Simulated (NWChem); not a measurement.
All runs are NWChem calculations. System: Si2, charge 0, spin multiplicity 3, at a geometry optimised with UPBE0/def2-SVP. The structure started from a generated list of species. Its SCF solution wasn't tested for a lower state. Level: UMP2/def2-QZVP, 10 core orbitals frozen.

Job file:

```
start mol
memory heap 200 mb stack 900 mb global 1100 mb
geometry units angstroms nocenter noautoz
  Si     0.000000     0.000000     1.076635
  Si     0.000000     0.000000    -1.076635
  symmetry group D2h
end
basis spherical
  * library def2-qzvp
end
scf
  uhf
  nopen 2
  maxiter 100
  thresh 1e-7
  semidirect memsize 60000000 filesize 0
  # guess.movecs holds the orbitals of an unrestricted PBE0 run
  vectors input guess.movecs output mol.movecs
end
mp2
  freeze core 10
end
task mp2 energy
```

Output (cleaned and shortened):

```
             Northwest Computational Chemistry Package (NWChem) 7.3.0
             --------------------------------------------------------

                                NWChem Input Module
                                -------------------

 Scaling coordinates for geometry "geometry" by  1.889725989
 (inverse scale =  0.529177249)

 Turning off AUTOSYM since
 SYMMETRY directive was detected!

                             Geometry "geometry" -> ""
                             -------------------------

 Output coordinates in angstroms (scale by  1.889725989 to convert to a.u.)

  No.       Tag          Charge          X              Y              Z
 ---- ---------------- ---------- -------------- -------------- --------------
    1 Si                  14.0000     0.00000000     0.00000000     1.07663500
    2 Si                  14.0000     0.00000000     0.00000000    -1.07663500

 Effective nuclear repulsion energy (a.u.)      48.1680146029

            Nuclear Dipole moment (a.u.)
            ----------------------------
        X                 Y               Z
 ---------------- ---------------- ----------------
     0.0000000000     0.0000000000     0.0000000000

      Symmetry information
      --------------------

 Group name             D2h
 Group number             26
 Group order               8
 No. of unique centers     1

      Symmetry unique atoms

     1


 Summary of "ao basis" -> "" (spherical)
 ------------------------------------------------------------------------------
       Tag                 Description            Shells   Functions and Types
 ---------------- ------------------------------  ------  ---------------------
 *                         def2-qzvp                  on all atoms

 Summary of "ao basis" -> "ao basis" (spherical)
 ------------------------------------------------------------------------------
       Tag                 Description            Shells   Functions and Types
 ---------------- ------------------------------  ------  ---------------------
 Si                        def2-qzvp                22       70   9s6p4d2f1g
[...]
  AO/Fock/Back tols     =   1.0D-09  1.0D-09  1.0D-09

 GA uses MA = F    GA memory limited = T

 Available:
  local mem=  1.26D+08
 global mem=  1.44D+08
 local disk=  0.00D+00
  mp2_memr nvloc                   125
  nvloc new                   125
   1 passes of   5:        7340032                      91621                  20782065.
   1 passes of   5: M    126150678           G      144140000           F     118810646.

 Semi-direct pass number   1 of   1  for UHF alpha       at        3.6s
  vrange nnbf                  9764
  mp2_eaftype                    79  avail_ma_in_mb                  1099
 EAF : mp2_eaftype filesize          79   10391032.
  mp2_eaf for mointskh                     79
Node 0 wrote     48.8 Mb in      0.1 s     Agg I/O rate:   657.3 Mb/s
 Done moints_semi at        9.9s
  mp2_eaftype                    79  avail_ma_in_mb                  1020
 EAF : mp2_eaftype filesize          79   10391032.
  mp2_eaf for kh                    79
 Done maket at       10.0s
 Done multipass loop at       10.0s

 GA uses MA = F    GA memory limited = T

 Available:
  local mem=  1.26D+08
 global mem=  1.44D+08
 local disk=  0.00D+00
  mp2_memr nvloc                   127
  nvloc new                   127
   1 passes of   3:        7340032                      71462                  12681850.
   1 passes of   3: M    126150678           G      144140000           F     118810646.

 Semi-direct pass number   1 of   1  for UHF beta        at       10.0s
  vrange nnbf                  9764
  mp2_eaftype                    48  avail_ma_in_mb                  1099
 EAF : mp2_eaftype filesize          48    6340925.
  mp2_eaf for mointskh                     48
Node 0 wrote     29.8 Mb in      0.0 s     Agg I/O rate:  1114.4 Mb/s
 Done moints_semi at       16.1s
  mp2_eaftype                    48  avail_ma_in_mb                  1051
 EAF : mp2_eaftype filesize          48    6340925.
  mp2_eaf for kh                    48
 Done maket at       16.1s
 Done multipass loop at       16.1s

          -------------------------------------------
          SCF energy                -577.764676142006
          Correlation energy          -0.188976249419
          Singlet pairs                0.000000000000
          Triplet pairs                0.000000000000
          Total MP2 energy          -577.953652391424
          -------------------------------------------

          ---------------------------------------------------
                    Spin Component Scaled (SCS) MP2
          Same spin pairs                     -0.042196800651
          Same spin scaling factor             0.333333333333
          Opposite spin pairs                 -0.146779448767
          Opposite spin scaling fact.          1.200000000000
          SCS-MP2 correlation energy          -0.190200938738
          Total SCS-MP2 energy              -577.954877080744
          ---------------------------------------------------

 -----------------------
 Performance information
 -----------------------

 Timer overhead =  9.59D-08 seconds/call

               Nr. of calls         CPU time (s)                 Wall time (s)                GFlops
             ---------------    -------------------     ------------------------------   -------------------
Name         Min   Avg   Max    Min     Avg     Max     Min     Avg     Max   Mx/calls   Min     Max     Sum
mp2: moin     2     2     2    12.     12.     12.      12.     12.     12.     6.2      0.0     0.0     0.0
mp2: make     2     2     2   0.12    0.12    0.12     0.12    0.12    0.12    5.77E-2   0.0     0.0     0.0
mp2: tota     1     1     1    13.     13.     13.      13.     13.     13.     13.      0.0     0.0     0.0

 The average no. of pstat calls per process was 5.00D+00
 with a timing overhead of 4.80D-07s

 Task  times  cpu:       16.1s     wall:       16.1s

 Total times  cpu:       16.1s     wall:       16.1s
```
